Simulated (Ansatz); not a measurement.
[AlH4]- (AlH₄⁻) was relaxed with r2SCAN-D4 (def2-TZVPD) in Ansatz in these states: charge -1 singlet, neutral doublet. The geometries follow in no particular order.

A:

| atom | x (Å) | y (Å) | z (Å) |
| --- | --- | --- | --- |
| Al1 | -0.783 | 0.195 | -0.311 |
| H2 | 0.012 | 1.454 | -0.877 |
| H3 | 0.401 | -0.139 | 1.332 |
| H4 | 0.977 | -0.271 | 0.840 |
| H5 | -0.607 | -1.239 | -0.984 |

B:

```xyz
5

Al   -0.001    0.001    0.000
H     0.941    0.849    1.048
H    -0.285   -1.499    0.612
H     0.774   -0.137   -1.444
H    -1.430    0.786   -0.215
```

**Question.** Judge from the bond lengths which geometry belongs to which state (an estimate).

**Answer.** A is the neutral doublet (Al1–H4 2.154 Å, Al1–H3 2.053 Å, Al1–H5 1.593 Å); B is the charge -1 singlet (Al1–H4 1.645 Å, Al1–H3 1.645 Å, Al1–H5 1.645 Å).

In the charge 0 doublet, H3 and H4 lie 0.77 Å apart (atoms count from 1), so H2 has formed as a molecule. The neutral doublet has come apart into loosely held pieces.
